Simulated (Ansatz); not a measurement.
Task: a test of scalar relativity of SSi (charge +1), with Ansatz 0.2.0 through its Python package. Give the script and its output. Use (for the species named): PBE, cc-pVTZ basis, multiplicity 2.

Contents of `ssi.xyz`:
```text
2

Si    0.00000    0.00000    0.00000
S     0.00000    0.00000    2.20000
```

`x2c.py`
```python
import ansatz as az
import numpy as np

system = az.Crystal.molecule_from_extxyz("ssi.xyz")

calc = (
    system.calculation()
    .functional("pbe")
    .charge(1)
    .spin("collinear", total=1)
    .forces()
)
sets = {"none": "cc-pVTZ", "scalar": "cc-pVTZ-DK"}
found = {kind: calc.basis(gaussian=basis).pseudopotentials(relativity=kind).run().report for kind, basis in sets.items()}
for kind, each in found.items():
    dipole = 4.803205 * np.linalg.norm(each["charge_distribution"]["dipole_moment_e_ang"])
    print(f"{kind:7s} E = {each['free_energy_ev']:.4f} eV  dipole {dipole:.3f} D  largest force component {np.abs(each['forces_ev_ang']).max():.4f} eV/A")
print(f"relativity lowers the total energy by {found['none']['free_energy_ev'] - found['scalar']['free_energy_ev']:.3f} eV")
```

```console
$ python x2c.py
none    E = -18694.8811 eV  dipole 2.815 D  largest force component 1.3622 eV/A
scalar  E = -18741.2250 eV  dipole 2.820 D  largest force component 1.3560 eV/A
relativity lowers the total energy by 46.344 eV
```

Caveats:
- Total energies depend on the basis set; only differences at equal settings carry meaning.
- The geometry is a force-field or estimated start, not a minimum of this method. The basis set changes with the Hamiltonian (a set recontracted for scalar relativity), and most of the change in the total lies in the cores.
- The run takes the species as open-shell (spin multiplicity 2), which needn't be its ground state.
- An ion's dipole depends on the origin; the program takes it about the centre of nuclear charge.
- The spin state was assumed, and another may lie lower.
- Hardware and time: 7.5 s on 1 thread of Arm Neoverse V2, on a shared host, peak memory 0.19 GiB.
